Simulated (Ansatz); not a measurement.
We consider hcp Tl, described by r²SCAN+SOC (PAW; Ansatz, a first-principles code).

Run with plane-wave cutoff 560 eV, 18×18×10 k mesh (along the axes of the cell as run), Fermi–Dirac smearing 0.05 eV, PAW data made under PBE.

Energies at three volumes about the minimum:

```tsv
V (Å³/atom)	E − E_lowest (meV/atom)
29.067	1.28
29.661	0.00
30.254	1.14
```

### Question
Fit a parabola by hand: where is the minimum, and what is the bulk modulus?

### Answer
Slopes: (0.00 − 1.28)/(29.661 − 29.067) = -2.155 and (1.14 − 0.00)/(30.254 − 29.661) = 1.922 meV/Å³. Curvature E″ = 2 × (1.922 − (-2.155))/(30.254 − 29.067) = 6.869 meV/Å⁶. From the middle of the first interval, the slope vanishes at V0 = 29.3640 − (-2.155)/6.869 = 29.678 Å³/atom. B = V0 E″ = 29.678 × 6.869 meV/Å³ × 0.1602 GPa per meV/Å³ = 32.7 GPa. The full Birch–Murnaghan fit to all volumes gives V0 = 29.665 Å³/atom and B0 = 32.6 GPa.

Shape and atoms are relaxed at each volume.

Measured, for comparison: bulk modulus 37.4 GPa, equilibrium volume per atom 27.99 Å³/atom (copied from a table, unchecked, extrapolated to 0 K and zero-point effects removed; as tabulated in Lejaeghere et al. (2013), arXiv:1204.2733). Computed less measured: bulk modulus not scored (unchecked), equilibrium volume per atom not scored (unchecked).
